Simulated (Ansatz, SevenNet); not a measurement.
Volume per atom (Å³/atom) of solids drawn from the class of tetrahedrally bonded semiconductors and semimetals, at two levels: the machine-learned potential SevenNet-l3i5 (trained on PBE and PBE+U data), and r²SCAN (Ansatz, a quantum-chemistry and plane-wave program, plane waves, PAW).

| solid | SevenNet-l3i5 | r²SCAN | shift (%) |
|---|---|---|---|
| wurtzite BN (high-pressure phase) | 5.96 | 5.90 | -1.0 |
| wurtzite ZnO | 12.42 | 11.81 | -4.9 |
| wurtzite AlN | 10.63 | 10.40 | -2.2 |
| 2H-SiC | 10.50 | 10.34 | -1.5 |
| wurtzite CdS | 26.23 | 25.40 | -3.2 |
| wurtzite GaN | 11.73 | 11.37 | -3.1 |
| wurtzite CdSe | 29.97 | 28.87 | -3.7 |

The shifts run from -4.9 % to -1.0 %, with a median of -3.1 %.

Of 7 rows, r²SCAN is the larger in 0 and the smaller in 7.

Ansatz's runs of these crystals have no spin polarisation.

Ansatz's density-functional and Hartree–Fock values are scalar-relativistic unless marked +SOC, with PAW data made under PBE.
